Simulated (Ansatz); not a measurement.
`C[Si]F` + H₂ → `C[SiH]` + H–F at 600 K and 1 bar (hydrogenolysis of the Si–F bond).

Computed with Ansatz on PBE0-D4/def2-TZVP structures; ΔE is electronic, products minus reactants. CBS: def2 TZ/QZ extrapolation, frozen cores.

```tsv
species	CCSD(T)/CBS energy (Eh)	H − E (kJ/mol)	S (J/(mol·K))
`C[Si]F`	-428.74117	136.3	340.0
H₂	-1.17463	43.9	150.8
`C[SiH]`	-329.46178	143.5	309.3
H–F	-100.39431	42.3	194.0
```

H − E and S are ideal-gas, rigid-rotor, harmonic terms from PBE0-D4/def2-TZVP. 1 Eh = 2625.50 kJ/mol, R = 8.31446 J/(mol·K).

Problem. By hand: ΔE, ΔH, ΔS and ΔG.

Solution. ΔE = (-329.46178) + (-100.39431) − (-428.74117) − (-1.17463) = 0.05971 Eh = 156.8 kJ/mol. Δ(H − E) = 143.5 + 42.3 − 136.3 − 43.9 = 5.6, so ΔH = 162.4 kJ/mol. ΔS = 309.3 + 194.0 − 340.0 − 150.8 = 12.5 J/(mol·K). ΔG = 162.4 − 600 × (12.5)/1000 = 154.9 kJ/mol.

Problem. By hand: the equilibrium constant, and the temperature at which ΔG would vanish if ΔH and ΔS stayed fixed.

Solution. log₁₀ K = −ΔG/(RT ln 10) = -13.5. ΔG = 0 at ΔH/ΔS = 12992 K, far beyond where these terms or the molecules hold.

The number of gas molecules stays the same, so ΔS is small and ΔH decides. A doubt of 5 kJ/mol in ΔE shifts log₁₀ K by 0.4 here. These are equilibria of isolated gas molecules and say nothing of rates. Largest T1 diagnostic: 0.014 (customary marks: 0.02 for closed shells, 0.045 for open ones).
